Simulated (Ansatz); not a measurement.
Mulliken charges of `FC1N=C=N1` from PBE/def2-TZVPP in Ansatz (PBE0-D4/def2-TZVP geometry).

```tsv
atom	x (Å)	y (Å)	z (Å)	charge (e)
F1	-1.574	0.417	-0.550	-0.122
C2	-0.406	0.279	0.063	0.205
N3	0.108	-1.058	0.210	-0.074
C4	1.438	-0.691	0.135	-0.049
N5	0.758	0.103	-0.769	-0.074
H6	-0.325	0.950	0.912	0.115
```

Q: By hand: the dipole of these point charges (1 e Å = 4.8032 D).

A: Σ q r = (-0.063, 0.220, 0.220) e Å, of length 0.317 e Å = 1.52 D.

Q: How does the dipole of the full density compare? (An estimate is asked.)

A: Computed: (-0.261, 0.360, 0.254) e Å, 2.46 D; the point charges give 0.62 times that, at 21° from its direction.

Point charges leave out the atoms' own dipoles, such as those of lone pairs, and Mulliken's split depends on the basis, so the two needn't agree.
